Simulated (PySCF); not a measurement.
CH4, SMILES C.

The structure is a stationary point at PBE0-D3(BJ)/def2-TZVPD.

Method: PBE/def2-TZVPD (PySCF).

Symmetry labels are those of the subgroup D2 that the program uses (full group Td).

Q: List the valence orbital energies around the gap with their symmetry. (Estimate from the structure and the level; the computed values follow.)

A: 
```csv
orbital,symmetry,energy (eV)
HOMO−4,A,-268.35
HOMO−3,A,-17.05
HOMO−2,B1,-9.44
HOMO−1,B2,-9.44
HOMO,B3,-9.44
LUMO,A,0.00
LUMO+1,B1,2.21
LUMO+2,B2,2.21
LUMO+3,B3,2.21
```
